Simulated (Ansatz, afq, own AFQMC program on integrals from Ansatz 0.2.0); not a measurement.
Integrals from Ansatz 0.2.0, then the random walk in our own AFQMC program (afq).

```yaml
crystal:
  periodic: [false, false, false]
  atoms:
    - {symbol: Ge, position_ang: [0.000394, 0.000000, 0.287160]}
    - {symbol: C, position_ang: [0.008596, 0.000000, -1.309819]}
    - {symbol: H, position_ang: [-1.052938, -0.000009, -1.598507]}
    - {symbol: H, position_ang: [0.461064, 0.894528, -1.744262]}
    - {symbol: H, position_ang: [0.461079, -0.894520, -1.744262]}
basis:
  gaussian: {orbitals: cc-pVDZ}
magnetization: {spin_polarized: true, initial_magnetization: 1}
correlation: {method: ccsd_t, electrons: outside_noble_gas, hamiltonian_folder: ham}
```

```sh
$ ansatz run in.yaml --threads 1 --pin off --events-out ev --progress --plain --max-ram 1382MiB
```

Options of the walk:

```
--method phaseless --trial cisd --walkers 60 --populations 1 --least-time 40 --time-step 0.005 --steps-per-block 50 --equilibration-blocks 28 --max-blocks 300 --target-error 0.0004 --factor-cut 1e-05 --start spin_pure --seed 4013 --release-times 0.24,0.51,0.99,1.62,2.4 --release-step 0.03 --release-every 4 --taylor-order 6
```

Times are imaginary, in 1/Eh. The walk had a cap of 1706 s. Filled inner d shells are frozen with the cores.

Log:

```
orbitals 41  electrons 6 5  factors 346 of 588
reference energy -2114.82136861 Eh
CCSD correlation -0.23697094 Eh in 12 cycles, weight of the determinant in the CISD state 0.8855
energy of the start -2115.057422 Eh
 block  time / (1/Eh)  mean weight  energy / Eh
     1     0.250  0.9983  -2115.054547
     2     0.500  1.0004  -2115.056293
     3     0.750  1.0006  -2115.064413
     4     1.000  1.0016  -2115.063586
     5     1.250  0.9994  -2115.060741
    10     2.500  1.0001  -2115.061763
    31     7.750  1.0017  -2115.065204
    56    14.000  0.9996  -2115.066528
    81    20.250  1.0026  -2115.058320
   106    26.500  1.0008  -2115.062005
   131    32.750  1.0017  -2115.066126
   151    37.750  0.9990  -2115.070603
   156    39.000  0.9996  -2115.064014
   181    45.250  0.9980  -2115.068044
   206    51.500  0.9996  -2115.065550
   226    56.500  1.0008  -2115.063419
blocks merged  error / Eh  count
     1  0.000239  200
     2  0.000296  100
     4  0.000354  50
     8  0.000399  25
    16  0.000373  12
released: time / (1/Eh)  energy / Eh  error  mean overlap
  0.24  -2115.065321  0.000348  0.9952
  0.51  -2115.065899  0.000407  0.9874
  0.99  -2115.065257  0.000471  0.9991
  1.62  -2115.065138  0.000366  1.0231
  2.40  -2115.065379  0.000642  1.0219
energy -2115.065089 +/- 0.000399 Eh
(rows thinned)
```

The run passed its tests (sampling time, drift between the halves within three errors, error under three times the target), which doesn't prove that it has relaxed.

Against this walk (error 10.9 meV) on the same determinant: CCSD(T) 16.6 meV higher (within the noise). The error is statistical and leaves out the bias of the constraint. Released to 2.40 1/Eh the energy moves by -8 ± 21 meV (both errors), within twice the noise.

Cautions: constraint bias not in the error; no relativity below Rb; no spin-orbit coupling; inner d shell frozen.

The walk took 5.6 min on 1 thread of Arm Neoverse V2, with other jobs on the host. The log's last line is the phaseless energy.

A walk keeps the symmetry of its determinant, which the program's search chose and which needn't be the lowest solution, so a lower state of the same spin and another symmetry isn't excluded.
